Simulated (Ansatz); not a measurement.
Ansatz (an electronic-structure program) input for H3N, SMILES N (connectivity only; charge and spin as stated), charge +1, multiplicity 2, PBE-D3(BJ)/def2-TZVPD. 

Ansatz 0.2 input:
```yaml
crystal:
  periodic: [false, false, false]
  atoms:
    - {symbol: N, position_ang: [0.00000000, -0.00000000, 0.00000000]}
    - {symbol: H, position_ang: [1.02427115, 0.00000000, 0.00000000]}
    - {symbol: H, position_ang: [-0.51213558, -0.88704483, 0.00000000]}
    - {symbol: H, position_ang: [-0.51213557, 0.88704484, 0.00000000]}
basis:
  gaussian:
    orbitals: def2-TZVPD
hamiltonian:
  xc: pbe
  dispersion: d3bj
total_charge: 1
magnetization: {spin_polarized: true, initial_magnetization: 1}
relax: {f_tol: 0.002, max_steps: 200}
```

It prints:

```
WARN ansatz: RAYON_NUM_THREADS=1 ignored (pool sized by the plan → 1); use --threads N
Functional definition: PBE
integrals: 0.01 GiB planned
332 factors; their error is unknown
mean field: 0.12 GiB planned
mean field evaluation 1: about -1517.3550 eV, gradient 5.4e1 eV
mean field evaluation 2: about -1509.9544 eV, gradient 6.3e1 eV
mean field evaluation 4: about -1527.5467 eV, gradient 1.3e-1 eV
mean field evaluation 8: about -1527.5348 eV, gradient 2.2e-1 eV
mean field evaluation 16: about -1527.5350 eV, gradient 1.7e-5 eV
mean field -1527.53498451 eV, -56.1358752804 hartree, gradient 1.7e-5 eV, S^2 0.753420; 0 other end points of the search recorded, 0 dependent functions left out
the calculation of the forces begins
reference -1527.53500442 eV, -56.1358760120 hartree; 5, 4 occupied and 59, 60 virtual orbitals, 332 factors
relax step   1: F+E_penalty+E_count = -1527.55566762 eV  Δ(F+E_penalty+E_count) = +0.000e0 eV  max|allowed force component| = 3.493e-1 eV/Å  Δτ_max = 0.0000 Å  (27 SCF iters, accepted)
these checks for a lower state are left out or cut short: starts, cluster_reference, orbital_swaps, neighbouring_geometries, increment
integrals: 0.01 GiB planned
332 factors; their error is unknown
mean field: 0.12 GiB planned
mean field -1527.53908952 eV, -56.1360261368 hartree, gradient 6.7e-6 eV, S^2 0.753471; 0 other end points of the search recorded, 0 dependent functions left out
the calculation of the forces begins
reference -1527.53910962 eV, -56.1360268752 hartree; 5, 4 occupied and 59, 60 virtual orbitals, 332 factors
relax step   2: F+E_penalty+E_count = -1527.55976680 eV  Δ(F+E_penalty+E_count) = -4.099e-3 eV  max|allowed force component| = 9.762e-2 eV/Å  Δτ_max = 0.0061 Å  (28 SCF iters, accepted)
these checks for a lower state are left out or cut short: starts, cluster_reference, orbital_swaps, neighbouring_geometries, increment
integrals: 0.01 GiB planned
332 factors; their error is unknown
mean field: 0.12 GiB planned
mean field evaluation 32: about -1527.5394 eV, gradient 6.7e-6 eV
mean field -1527.53944891 eV, -56.1360393440 hartree, gradient 6.7e-6 eV, S^2 0.753492; 0 other end points of the search recorded, 0 dependent functions left out
the calculation of the forces begins
reference -1527.53946907 eV, -56.1360400850 hartree; 5, 4 occupied and 59, 60 virtual orbitals, 332 factors
relax step   3: F+E_penalty+E_count = -1527.56012389 eV  Δ(F+E_penalty+E_count) = -3.571e-4 eV  max|allowed force component| = 1.741e-3 eV/Å  Δτ_max = 0.0024 Å  (29 SCF iters, accepted)
integrals: 0.01 GiB planned
332 factors; their error is unknown
mean field: 0.12 GiB planned
mean field -1527.53944891 eV, -56.1360393440 hartree, gradient 6.3e-6 eV, S^2 0.753492; 1 other end points of the search recorded, 0 dependent functions left out
the calculation of the forces begins
reference -1527.53946907 eV, -56.1360400850 hartree; 5, 4 occupied and 59, 60 virtual orbitals, 332 factors
Total energy: -1527.56014406 eV, -56.1367998767 hartree
Atom 0 at     0.000000     0.000000     0.000000 Å, force     0.000000    -0.000000    -0.000000 eV/Å
Atom 1 at     1.032810    -0.000000    -0.000000 Å, force     0.001742    -0.000000     0.000000 eV/Å
Atom 2 at    -0.516405    -0.894440    -0.000000 Å, force    -0.000871    -0.001509     0.000000 eV/Å
Atom 3 at    -0.516405     0.894440    -0.000000 Å, force    -0.000871     0.001509     0.000000 eV/Å
Dipole moment:     0.000000     0.000000    -0.000000 e Å
```

Self-consistency was reached.
